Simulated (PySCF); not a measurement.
`InChI=1S/C4H6Cl2/c5-3-4(6)1-2-4/h1-3H2`

Geometry:
```tsv
atom	x (Å)	y (Å)	z (Å)
Cl1	1.432	0.722	-1.739
C2	1.471	0.189	-0.043
C3	0.091	-0.139	0.471
Cl4	0.215	-0.662	2.159
C5	-0.956	-0.791	-0.372
C6	-1.126	0.633	0.081
H7	1.915	1.000	0.538
H8	2.116	-0.691	0.003
H9	-0.719	-0.978	-1.408
H10	-1.573	-1.548	0.085
H11	-1.005	1.423	-0.645
H12	-1.859	0.841	0.844
```

Theory: GIAO B97-2/pcSseg-1 magnetisability, rotational g tensor and spin-rotation constants, non-relativistic, gas phase in PySCF. Geometry: GFN2-xTB.

What are the magnetisability and the molar susceptibility?

Isotropic -1414 × 10⁻³⁰ J/T², or -85.2 × 10⁻⁶ cm³/mol; principal values -1593, -1334, -1315 × 10⁻³⁰ J/T², anisotropy 269 × 10⁻³⁰ J/T² (root of half the summed squared differences of the principal values). The susceptibility is in cgs units.

Split it along the inertial axes a, b, c into diamagnetic and paramagnetic parts about the centre of mass, with the quadrupole moment.


```
axis  χ (10⁻⁶ cm³/mol)  diamagnetic (10⁻⁶ cm³/mol)  paramagnetic (10⁻⁶ cm³/mol)  summed x² of all electrons (Å²)  quadrupole Θ (D Å)
   a             -95.2                      -377.4                        282.2                            177.2               -6.78
   b             -81.0                      -858.0                        777.0                             63.9               +4.56
   c             -79.2                     -1022.7                        943.5                             25.1               +2.22
```
Anisotropies 2χaa − χbb − χcc = -30.3 and 2χbb − χaa − χcc = +12.4 × 10⁻⁶ cm³/mol. Θ is traceless in Buckingham's convention.

And the rotational g tensor?


```tsv
axis	rotational constant (GHz)	g	nuclear part	electronic part
a	4.4632	+0.0194	0.6111	-0.5917
b	1.4120	-0.0077	0.5077	-0.5154
c	1.1810	-0.0067	0.5168	-0.5235
```
Asymmetric top; isotopes 12C, 35Cl, 1H; no vibrational averaging.
